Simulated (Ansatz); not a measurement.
Geometry optimisation, RKS PBE-D4/def2-SVP (Ansatz).

The input (input.yaml):

```yaml
crystal:
  periodic: [false, false, false]
  atoms:
    - { symbol: Si, position_ang: [0.122174, -0.040687, 0.101186] }
    - { symbol: H, position_ang: [0.736362, -0.15612, 1.417107] }
    - { symbol: H, position_ang: [1.505352, 0.144411, -0.317084] }
    - { symbol: F, position_ang: [-0.767822, 1.328556, -0.054783] }
    - { symbol: C, position_ang: [-0.81213, -1.512727, -0.570892] }
    - { symbol: H, position_ang: [-1.665658, -1.789504, 0.079951] }
    - { symbol: H, position_ang: [-1.205544, -1.306914, -1.587068] }
    - { symbol: H, position_ang: [-0.126534, -2.381015, -0.632917] }
basis:
  gaussian: { orbitals: def2-SVP }
hamiltonian:
  xc: pbe
  dispersion: d4
relax:
  f_tol: 0.03
  max_steps: 50
output:
  orbitals: {}
```

Launched with:

```bash
$ ansatz run input.yaml --threads 1 --pin off --max-ram 2048MiB --backend cpu --events-out ev --progress --plain --runs-dir out
```

Q: Where does it end, and by what steps?

A: It converged. After 5 steps the energy has fallen by 0.500 eV; H3 moved furthest, 0.37 Å.

```csv
step,energy less start (eV),largest force component (eV/Å),accepted
0,0.0000,1.623,yes
1,-0.4267,0.456,yes
2,-0.4234,0.641,no
3,-0.4904,0.121,yes
4,-0.4945,0.173,yes
5,-0.4998,0.027,yes
```

```xyz
8
Properties=species:S:1:pos:R:3
Si 0.193 -0.044 0.130
H 0.556 -0.262 1.573
H 1.436 0.207 -0.678
F -0.733 1.312 0.050
C -0.770 -1.499 -0.553
H -1.685 -1.691 0.042
H -1.069 -1.324 -1.606
H -0.141 -2.414 -0.522
```

Whether the end is a true minimum wasn't checked by a vibrational analysis.

Time of the run: 11 s on 1 thread of Arm Neoverse V2 (shared host), peak memory 0.13 GiB.
